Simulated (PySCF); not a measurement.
## Atomic charges by several schemes

Compound: formamide, CH3NO.
Cartesian coordinates in Å at the GFN2-xTB level; atoms count from 1:
```
atom  x, y, z in Å
N1    -0.6804   -0.0528    0.0628
C2     0.6554    0.0513   -0.0700
O3     1.4143   -0.8789   -0.1149
H4    -1.0893   -0.9712    0.1314
H5    -1.2826    0.7488    0.1034
H6     0.9858    1.1048   -0.1343
```

Density: PBE0/pcSseg-1 (PySCF); schemes: Mulliken, IAO, Hirshfeld and ESP-fitted. The structure is a single GFN2-xTB conformer in the gas phase; no vibrational or solvent corrections.

Task: Do the Mulliken, IAO, Hirshfeld and ESP-fitted schemes agree on where the charge is lowest?

Result: The schemes don't all agree: Mulliken O3 (-0.424); IAO N1 (-0.509); Hirshfeld O3 (-0.295); ESP-fitted N1 (-0.852).

Task: Do the Mulliken, IAO, Hirshfeld and ESP-fitted schemes agree on where the charge is highest?

Result: The schemes don't all agree: Mulliken C2 (+0.355); IAO C2 (+0.323); Hirshfeld H5 (+0.144); ESP-fitted C2 (+0.590).

Task: Give the atomic charges in each scheme.

Result: In e:

```csv
atom,environment,Mulliken,IAO,Hirshfeld,ESP-fitted
N1,amide nitrogen,-0.395,-0.509,-0.170,-0.852
C2,amide carbonyl carbon,+0.355,+0.323,+0.134,+0.590
O3,amide oxygen,-0.424,-0.477,-0.295,-0.529
H4,amide N–H hydrogen,+0.198,+0.283,+0.142,+0.405
H5,amide N–H hydrogen,+0.199,+0.281,+0.144,+0.377
H6,formyl hydrogen,+0.067,+0.098,+0.045,+0.010
```

Mean size of the charges over all atoms: ESP-fitted 0.461 e, IAO 0.329 e, Mulliken 0.273 e, Hirshfeld 0.155 e. Each set sums to the total charge, 0, to within 0.001 e. The IAO scheme projects the occupied orbitals on a minimal set of polarised atomic orbitals and counts the electrons in each atom's part of it.

Task: How many electrons does the IAO scheme count on O3?

Result: Z − q = 8 − (-0.477) = 8.477.

Task: Sum the charges by element, for elements with more than one atom.

Result: 
```csv
element,atoms,Mulliken,IAO,Hirshfeld,ESP-fitted
H,3,+0.464,+0.662,+0.332,+0.792
```
